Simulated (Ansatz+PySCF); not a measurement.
Results of a calculation; reference values are marked as such.
## Several solutions for singlet Li2

```json
{"atom": "Li", "x (Å)": "0.0000", "y (Å)": "0.0000", "z (Å)": "-2.0903"}
{"atom": "Li", "x (Å)": "0.0000", "y (Å)": "0.0000", "z (Å)": "2.0903"}
```

Basis set: cc-pVDZ (spherical functions). Charge 0, multiplicity 1.

r²SCAN (unrestricted) was run from several starts with Ansatz (development build ahead of 0.2.0).

```
run  program                        start  converged  energy (hartree)  <S²>
  A   Ansatz      stability test followed        yes         -14.97111     –
  B   Ansatz      atomic start, no search        yes         -14.96476     –
  C   Ansatz  search for the lowest state        yes         -14.97111     –
```

(1) Which runs reached the lowest solution of this kind, and what is wrong with the others?

Answers

(1) A, C reached the lowest solution found. Converged but too high: B by 0.17 eV. Convergence only shows a stationary point, and even a stable one can lie too high; stability tests and further starts are what find lower ones.
